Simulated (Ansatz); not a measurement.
Wavefunction ladder for C4H6ClF (`C[C@@]1(Cl)C[C@H]1F`)

Cartesian coordinates in Å:
```
C 0.465 -1.393 0.021
C 0.410 0.073 -0.278
Cl 1.792 0.653 -1.209
C -0.908 0.750 -0.538
C -0.148 1.032 0.713
F -0.629 0.533 1.884
H 0.437 -1.971 -0.905
H -0.385 -1.680 0.642
H 1.382 -1.640 0.559
H -0.962 1.529 -1.287
H -1.787 0.121 -0.448
H 0.334 1.993 0.846
```

Charge 0, multiplicity 1. Geometry: relaxed with PBE0-D4/def2-TZVP. Frozen core, restricted reference, the Gaussian-basis code of Ansatz. CBS rows extrapolate triple and quadruple zeta; past MP2 they add the triple-zeta difference.

```csv
basis,HF (Eh),MP2 corr.
def2-TZVPP,-713.97643,-1.10836
def2-QZVPP,-714.00036,-1.19447
```

(1) Estimate the CCSD correlation energy and the (T) correction in each basis where they were run (hartree).

Answers

(1) 
| basis | CCSD corr. | (T) |
| --- | --- | --- |
| def2-TZVPP | -1.15321 | -0.04708 |
| CBS(def2) | -1.30310 | as TZ |
